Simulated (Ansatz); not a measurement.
**Forces on a displaced structure**

CH$_{4}$MgSi (SMILES [MgH][CH]=[SiH2]), closed shell, displaced at random from a GFN2-xTB minimum.

```tsv
atom	x (Å)	y (Å)	z (Å)
Mg1	-1.7260	-0.3163	-1.1101
C2	0.1668	-0.7373	-0.2826
Si3	1.1379	0.3191	0.6453
H4	-3.0629	0.2049	-1.5249
H5	0.6343	-1.7630	-0.6421
H6	0.4464	1.6008	1.0860
H7	2.2912	0.1928	1.6012
```

Program: Ansatz 0.2.0. Basis: def2-TZVPP. Cores are frozen in the correlated methods. The outer core shell of Li, Na, Mg and K is correlated. The def2 sets are not built for correlating such inner shells, so the correlated values are less sure here. B3LYP uses VWN-RPA correlation.

CCSD(T) forces from the calculation:
```json
{"atom": "Mg1", "Fx": "2.955", "Fy": "-0.704", "Fz (eV/Å)": "1.110"}
{"atom": "C2", "Fx": "0.578", "Fy": "-2.415", "Fz (eV/Å)": "-1.394"}
{"atom": "Si3", "Fx": "-0.568", "Fy": "1.073", "Fz (eV/Å)": "1.100"}
{"atom": "H4", "Fx": "-2.499", "Fy": "0.837", "Fz (eV/Å)": "-0.846"}
{"atom": "H5", "Fx": "-0.773", "Fy": "1.940", "Fz (eV/Å)": "0.898"}
{"atom": "H6", "Fx": "0.297", "Fy": "-0.412", "Fz (eV/Å)": "-0.302"}
{"atom": "H7", "Fx": "0.010", "Fy": "-0.319", "Fz (eV/Å)": "-0.566"}
```

Task: Which atom feels the largest CCSD(T) force, and how large is it?

Result: Mg1, 3.23 eV/Å, along (0.91, -0.22, 0.34).

Root-mean-square difference of the force components from those of CCSD(T): PBE0-D4 0.177; wB97M-V 0.218; r2SCAN-D4 0.147; PBE-D4 0.142; B3LYP-D4 0.130; B97M-V 0.179 eV/Å.

No T1 diagnostic of these runs exceeds 0.013. The restricted Hartree–Fock reference is unstable towards an unrestricted one here. These are differences at one structure, and CCSD(T) in triple zeta is itself an approximation.

For scale, one of the runs: CCSD(T)/def2-TZVPP forces, 161 basis functions (an equivalent command: `ansatz run in.yaml --threads 4`). Hardware: 4 CPU threads, shared host. Wall time 80 s; peak host memory 2.4 GiB.
